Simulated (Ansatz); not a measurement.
# HOP: the cost of one run

Method: def2-QZVPP, core rule «outside noble gas», up to 6 orbitals frozen; program: Ansatz 0.2.0, Gaussian basis.

To be run: UHF; ROHF; CCSD(T) on UHF.

2 further runs of the same task are left out: 2 set aside as unsound or not needed.

## (1) The geometry

The geometry is a PBE0/def2-TZVP stationary point (not a proven minimum) of the parent state, kept for this charge and spin.

3 atoms, charge 0, spin multiplicity 5.

Atoms are counted from 1 here; the program's logs count them from 0.

Bond lengths: O1–P2 1.634 Å, O1–H3 0.963 Å. Angles: P2–O1–H3 114.8°.

## (2) UHF

Input file in.yaml:

```yaml
crystal:
  periodic: [false, false, false]
  atoms:
    - {symbol: O, position_ang: [0.000000, -0.101812, 1.041721]}
    - {symbol: P, position_ang: [0.000000, 0.028618, -0.587387]}
    - {symbol: H, position_ang: [0.000000, 0.736686, 1.514642]}
basis:
  gaussian: {orbitals: "def2-QZVPP.json"}
magnetization: {spin_polarized: true, initial_magnetization: 4}
hamiltonian: {xc: hf}
output: {orbitals: {seedname: orbitals}}
```

The run is started by

```bash
> ansatz run in.yaml --threads 1 --pin off --events-out ev --progress --plain --max-ram 2393MiB
```

Q: Estimate wall time and peak memory on 1 thread of Arm Neoverse V1, shared host.

About 6.5 s, with a peak of 0.29 GiB.
